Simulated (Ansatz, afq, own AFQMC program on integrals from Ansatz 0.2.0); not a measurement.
# Sc, doublet in def2-TZVP, levels against full CI

A free Sc atom.

Basis def2-TZVP. Only valence electrons are correlated. AFQMC by an in-house program on the Cholesky factors that Ansatz 0.2.0 writes for its CCSD(T) run. The CISD trial takes its coefficients from CCSD amplitudes. Released means that phaseless walkers are propagated on without the constraint, phases kept. Uncertainties: one standard error, sampling alone. The metal's outer-core s and p shells are frozen, which shifts wave-function levels against functionals.

Determinant: UHF, the one that the program's search chose, which needn't be the lowest solution.

Full CI on the same integrals is exact in this basis and with this determinant's frozen core.

Cautions: no relativity below Rb; outer-core shells of the metal frozen; the ph-AFQMC/HF walk drifts between its halves (2.6 errors); the ph-AFQMC/CISD walk drifts between its halves (2.0 errors).

The T1 diagnostic is 0.0271 and the weight of the determinant in the CISD state is 0.919. The ⟨S²⟩ of the determinant is 0.762 and the size of the correlated space is 3 electrons in 36 orbitals.

```tsv
level	correlation energy (eV)
MP2	-0.7076
CCSD	-1.0124
CCSD(T)	-1.0348
```

(1) Estimate where full CI lies against CCSD(T) on the same integrals.

(1) 0.50 mEh below CCSD(T).

Reference: full CI, correlation energy -1.049 eV. The released energy is read at 1.50 1/Eh (meV from the phaseless value at times in 1/Eh: -0.9 ± 0.9 at 0.24, -2.0 ± 0.9 at 0.50, -2.5 ± 0.9 at 1.00, -3.3 ± 1.0 at 1.50).

| level | E − E(reference) (mEh) | share of correlation (%) |
| --- | --- | --- |
| CCSD(T) | 0.50 | 98.69 |
| ph-AFQMC/HF | 1.89 ± 0.45 | 95.10 |
| ph-AFQMC/CISD | 0.35 ± 0.03 | 99.10 |
| released AFQMC | 0.23 ± 0.04 | 99.42 |

A walk keeps the symmetry of its determinant, which the program's search chose and which needn't be the lowest solution, so a lower state of the same spin and another symmetry isn't excluded. Released energies are given only where the last usable release times agree within the noise; a slower fall can still hide under it.
